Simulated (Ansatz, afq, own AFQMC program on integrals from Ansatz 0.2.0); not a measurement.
**HCl + Si, triplet: a scan with AFQMC**

```yaml
atoms:
  - { symbol: Cl, position_ang: [0.0000, 0.0000, -1.4636] }
  - { symbol: H, position_ang: [0.0000, 0.0000, -0.1848] }
  - { symbol: Si, position_ang: [0.0000, 0.0000, 1.6484] }
```

A hydrogen atom is moved from one rigid fragment to the other; the Cl1–H2 distance tells how far. The two fragments are held close together, so this isn't a minimum-energy path and the start is a compressed complex. Energies in eV count from this geometry (1.279 Å) at the same level; the start stands on UHF, each point on the determinant named.

Basis cc-pVTZ. Noble-gas cores (and the filled d shells of Ga–Kr and In–Xe) are frozen. Integrals, coupled cluster, full CI and functionals: Ansatz 0.2.0; the random walks run on the same integrals in our own AFQMC program. ph-AFQMC/CISD is guided by a CISD state made of CCSD amplitudes; releasing the constraint for a short imaginary time cuts its bias at the price of noise, slowly where states lie close. Uncertainties: one standard error, sampling alone.

Cautions, each for one point or more: lower spins were not checked.

```json
{"r(Cl1–H2) / Å": "1.391", "det.": "UHF", "T1": "0.013", "weight": "0.86", "⟨S²⟩": "2.03", "CCSD(T)": "0.046", "ph-AFQMC/CISD": "0.053 ± 0.007", "released AFQMC": "0.042 ± 0.009", "CCSDT(Q)": "0.042", "HF": "0.107", "PBE": "-0.071"}
{"r(Cl1–H2) / Å": "1.447", "det.": "UHF", "T1": "0.014", "weight": "0.86", "⟨S²⟩": "2.03", "CCSD(T)": "0.125", "ph-AFQMC/CISD": "0.120 ± 0.008", "released AFQMC": "–", "CCSDT(Q)": "0.119", "HF": "0.202", "PBE": "-0.038"}
{"r(Cl1–H2) / Å": "1.503", "det.": "UHF", "T1": "0.015", "weight": "0.85", "⟨S²⟩": "2.03", "CCSD(T)": "0.223", "ph-AFQMC/CISD": "0.211 ± 0.008", "released AFQMC": "–", "CCSDT(Q)": "0.216", "HF": "0.304", "PBE": "0.025"}
{"r(Cl1–H2) / Å": "1.560", "det.": "UHF", "T1": "0.017", "weight": "0.85", "⟨S²⟩": "2.04", "CCSD(T)": "0.341", "ph-AFQMC/CISD": "0.347 ± 0.008", "released AFQMC": "0.334 ± 0.010", "CCSDT(Q)": "0.332", "HF": "0.410", "PBE": "0.119"}
{"r(Cl1–H2) / Å": "1.672", "det.": "UHF", "T1": "0.023", "weight": "0.85", "⟨S²⟩": "2.03", "CCSD(T)": "0.649", "ph-AFQMC/CISD": "0.645 ± 0.008", "released AFQMC": "–", "CCSDT(Q)": "0.636", "HF": "0.651", "PBE": "0.408"}
```

Weight is that of the determinant in the CISD state; at the start T1 is 0.011 and the weight 0.86, and ⟨S²⟩ is 2.02. A dash marks a missing value, a released energy that hasn't settled or a functional that sits on another state. Largest departures from CCSDT(Q), at the points where its series has closed: CCSD(T) 0.013 eV at 1.672 (on UHF), ph-AFQMC/CISD 0.015 eV at 1.560 (on UHF) (within the noise), released AFQMC 0.002 eV at 1.560 (on UHF) (within the noise), HF 0.088 eV at 1.503 (on UHF), PBE -0.228 eV at 1.672. Functionals count only at points shown to share the start's state and spin. In total energy ph-AFQMC/CISD lies 16 ± 5 meV above CCSDT(Q) at the start, so its agreement along the curve rests in part on cancellation.

Some points may be missing: those where a free walk finds a much lower state, and past Zn most of those on another determinant than at the start.

A walk keeps the symmetry of its determinant, which the program's search chose and which needn't be the lowest solution, so a lower state of the same spin and another symmetry isn't excluded. Released energies are given only where the last usable release times agree within the noise; a slower fall can still hide under it.
